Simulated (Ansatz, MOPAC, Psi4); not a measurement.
Process, species as SMILES: NC=O -> [NH2] (NH2) + [CH]=O (CHO) (the C-N bond breaks)

Wanted: bond dissociation energy (enthalpy at 298 K), in kcal/mol. Conventions: spin-orbit terms left out; no dispersion term unless named; six Cartesian d functions in 6-31G* and its kin unless marked 5d; 6-311+G** with 5d; frozen cores in correlated levels; non-relativistic; open shells spin-unrestricted. CBS(X,Y): correlation extrapolated as X^-3; Hartree-Fock from the larger set. [CCSD(T)-MP2]/basis is that difference in the basis named. First-principles rows: single points at B3LYP-D3(BJ) geometries (Ansatz, a quantum-chemistry and plane-wave program), with unscaled harmonic terms from B3LYP/6-31G* at its own minima. Semi-empirical rows: MOPAC heats of formation at their own minima for 298 K. A UHF reference is markedly spin-contaminated in at least one set, which strains HF and MP2.

Measured values: CRC Handbook, as tabulated in the package chemicals; G2/97 table in ASE (Curtiss et al.); G2/97 table in ASE (Curtiss et al.), the entry of H2N doubted and unchecked; they hold spin-orbit and core effects, anharmonicity and other conformers. 

Value to compare with, the measured value: 101.4 kcal/mol.

```
level                                                                 program  bond dissociation energy (enthalpy at 298 K) (kcal/mol)  error
-------------------------------------------------------------  --------------  -------------------------------------------------------  -----
MNDO                                                                    MOPAC                                                     74.4  -27.0
HF/6-311+G**                                                           Ansatz                                                     70.5  -30.9
B3LYP/6-31G*                                                           Ansatz                                                     97.7   -3.7
PBE0/6-31G*                                                            Ansatz                                                    102.6    1.2
wB97X-D/6-311+G**                                                        Psi4                                                    100.7   -0.7
MP2/STO-3G                                                             Ansatz                                                     82.0  -19.4
MP2/3-21G                                                              Ansatz                                                     97.2   -4.2
wB97M-V/def2-TZVPD                                                     Ansatz                                                    100.5   -0.9
B2PLYP-D3(BJ)/def2-TZVPD                                       Ansatz + dftd3                                                     97.6   -3.8
RI-MP2/CBS(aug-cc-pVTZ,aug-cc-pVQZ)+[CCSD(T)-MP2]/aug-cc-pVTZ          Ansatz                                                     99.5   -1.9
```

Among the 7 habitual levels, HF/6-311+G** lies farthest from the measured value (-30.9 kcal/mol); 1 of 7 lie above it, and their mean absolute error is 12.4 kcal/mol, the median 4.2. One case shows no general order.

The levels are drawn from those run, B3LYP/6-31G* more often than the rest, none by its result; runs whose electronic state is in doubt are left out.
